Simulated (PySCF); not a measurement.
## How the method moves the HOMO and LUMO of `FC1C=C1`

C₃H₃F.
Geometry (PBE0-D3(BJ)/def2-SVP, Å), atoms numbered from 1 in this order:
```
atom  x, y, z in Å
F1     0.7769    0.3355    1.6112
C2    -0.1868    0.0457    0.6760
C3     0.1940   -0.6968   -0.5304
C4    -0.0452    0.5803   -0.6827
H5    -1.1514   -0.0732    1.1898
H6     0.5004   -1.6496   -0.9572
H7    -0.0812    1.4560   -1.3273
```

Basis pcSseg-2 throughout (PySCF), one geometry. Isolated species at its PBE0-D3(BJ)/def2-SVP geometry, gas phase.

Problem. How do the orbital energies, the gap and the dipole change with the method?

Solution. 
```csv
method,kind,HOMO (eV),LUMO (eV),gap (eV),μ (D),SCF cycles
BLYP,GGA,-6.84,-1.40,5.43,2.14,14
OPBE,GGA,-6.89,-1.40,5.50,2.06,15
PBE,GGA,-6.93,-1.53,5.40,2.12,14
B97-D,GGA,-6.93,-1.40,5.54,2.13,14
KT2,GGA,-7.02,-1.45,5.57,2.15,15
BP86,GGA,-7.03,-1.59,5.44,2.12,14
KT3,GGA,-7.06,-1.44,5.62,2.13,14
LDA,LDA,-7.08,-1.78,5.30,2.18,14
B97-2,global hybrid,-8.15,-0.49,7.66,2.22,12
B3LYP,global hybrid,-8.21,-0.72,7.49,2.25,12
PBE0,global hybrid,-8.43,-0.45,7.98,2.24,12
mPW1PW91,global hybrid,-8.46,-0.46,8.01,2.24,12
BHandHLYP,global hybrid,-9.49,0.65,10.14,2.36,12
CAM-B3LYP,range-separated hybrid,-9.83,0.68,10.52,2.31,12
wB97X-D,range-separated hybrid,-10.31,1.43,11.74,2.26,12
HF,Hartree–Fock,-10.99,2.93,13.93,2.45,10
LC-wPBE,range-separated hybrid,-11.19,1.92,13.12,2.31,12
```

The HOMO spans 4.36 eV, from BLYP down to LC-wPBE, and the gap runs from 5.30 eV (LDA) to 13.93 eV (HF). Over the methods BLYP (0 %), OPBE (0 %), PBE (0 %), B97-D (0 %), KT2 (0 %), BP86 (0 %), KT3 (0 %), LDA (0 %), B97-2 (21 %), B3LYP (20 %), PBE0 (25 %), mPW1PW91 (25 %), BHandHLYP (50 %), HF (100 %), a straight line through the gap against the share of exact exchange rises by 0.87 eV for each 10 % (correlation coefficient 0.997). The dipole ranges from 2.06 D (OPBE) to 2.45 D (HF). This basis has no diffuse functions.
